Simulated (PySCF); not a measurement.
H₃Si, charge +1, multiplicity 1. Atoms are numbered in the order given.

```xyz
4

Si     0.0000     0.0000     0.0000
H     -1.4677     0.0000     0.0000
H      0.7338     1.2711     0.0000
H      0.7338    -1.2711     0.0000
```
Charge +1, spin multiplicity 1.

Geometry optimised at B3LYP-D3(BJ)/def2-TZVPD. The spin state was assumed, not searched. The isomer is the one that the SMILES or the coordinates give; other isomers of the formula were not compared.

Method: TDA-PBE0/def2-TZVPD run with PySCF.

Vertical excitations; the highest root listed may be one member of a degenerate set. Gas-phase values at a fixed geometry. State labels are in the subgroup C2v.

Computed UV-visible absorptions:
| state | symmetry | energy (eV) | λ (nm) | f | main pairs |
|---|---|---|---|---|---|
| S1 | A2 | 5.63 | 220 | 0.000 | HOMO−1→LUMO (degenerate set) |
| S2 | B2 | 5.63 | 220 | 0.000 | HOMO→LUMO (degenerate set) |
| S3 | B1 | 10.43 | 119 | 0.053 | HOMO−1→LUMO+1 (degenerate set) |
| S4 | A1 | 10.43 | 119 | 0.053 | HOMO→LUMO+1 (degenerate set) |
| S5 | B1 | 10.60 | 117 | 0.000 | HOMO→LUMO+3 50 %, HOMO−1→LUMO+2 50 % |
| S6 | A1 | 11.23 | 110 | 0.000 | HOMO−1→LUMO+3 49 %, HOMO→LUMO+2 49 % |
| S7 | B2 | 11.38 | 109 | 0.115 | HOMO−2→LUMO 84 % |
| S8 | B1 | 12.26 | 101 | 0.845 | HOMO−1→LUMO+4, HOMO−1→LUMO+2, HOMO→LUMO+3, HOMO−1→LUMO+1 (degenerate set) |
| S9 | A1 | 12.26 | 101 | 0.845 | HOMO→LUMO+4, HOMO→LUMO+2, HOMO−1→LUMO+3, HOMO→LUMO+1 (degenerate set) |
| S10 | B1 | 12.93 | 96 | 0.622 | HOMO−1→LUMO+4 43 %, HOMO−1→LUMO+2 21 %, HOMO→LUMO+3 21 %, HOMO−1→LUMO+1 10 % |
| T1 | B2 | 4.87 | 255 | 0 | HOMO→LUMO (degenerate set) |
| T2 | A2 | 4.87 | 255 | 0 | HOMO−1→LUMO (degenerate set) |
| T3 | B1 | 8.63 | 144 | 0 | HOMO−1→LUMO+1 (degenerate set) |
| T4 | A1 | 8.63 | 144 | 0 | HOMO→LUMO+1 (degenerate set) |
Triplets are in the Tamm–Dancoff approximation.
